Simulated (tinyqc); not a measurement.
Inside a calculation. Method: UHF in the sto-3g basis, for BH2, spin multiplicity 2. This run ends on a higher stationary point, not on the lowest solution. Computed by tinyqc, a small Python program that keeps every step (integrals from PySCF). Settings: charge = 0, multiplicity = 2, basis = sto-3g, energy threshold = 1e-10, iteration cap = 57, orthogonalisation = symmetric, start = core, DIIS depth = 3, method = UHF. Command: `OMP_NUM_THREADS=1 python tinyqc.py 27617 27618 out.jsonl` (the two numbers bound the seeds that draw the settings). One thread of a shared host (Intel(R) Xeon(R) Processor @ 2.60GHz), about 0.1 s of CPU time with the checks.

Geometry (angstrom):
```
atom         x          y         z
B     0.000000   0.000000  0.000000
H     0.000000   1.223000  0.696000
H     0.000000  -1.229000  0.699000
```

Stop when the energy changes by less than 1e-10 hartree and every element of the error matrix X^T (F D S - S D F) X (for each spin) is below 3e-06.

Course of the cycle:
```
iteration   E (hartree)     change  largest element of the error matrix
1          -23.88831875          -                             2.68e-01
2          -25.25235179  -1.36e+00                             4.56e-02
3          -25.27036887  -1.80e-02                             2.09e-02
4          -25.27400519  -3.64e-03                             7.96e-03
5          -25.27488740  -8.82e-04                             4.10e-03
6          -25.27549285  -6.05e-04                             2.42e-03
7          -25.27567440  -1.82e-04                             3.78e-04
8          -25.27567551  -1.11e-06                             1.21e-04
9          -25.27567566  -1.43e-07                             6.44e-05
10         -25.27567578  -1.27e-07                             5.55e-05
11         -25.27567590  -1.19e-07                             4.39e-05
12         -25.27567603  -1.27e-07                             1.64e-05
13         -25.27567604  -9.32e-09                             1.24e-05
14         -25.27567604  -4.86e-09                             8.24e-06
15         -25.27567605  -1.27e-09                             4.70e-06
16         -25.27567605  -3.67e-10                             2.27e-06
17         -25.27567605  -1.16e-10                             2.19e-06
18         -25.27567605  -1.35e-10                             1.75e-06
19         -25.27567605  -1.63e-10                             1.39e-06
20         -25.27567605  -6.97e-11                             1.21e-06
```

Can the last value be used, and what does the course show?

No, though the log alone does not show it. Converged in 20 iterations. But the solution lies 0.07714 hartree above the reference: it is another stationary point, not the lowest one. Reruns (cap 100 unless said): DIIS 8: converged in 13 to a higher stationary point; damping 0.5: converged in 91 to a higher stationary point; level shift 0.5: converged in 82 to a higher stationary point; atomic densities as start, DIIS 8: converged in 13. PySCF UHF in the same basis, after a stability check = -25.35282028 hartree.
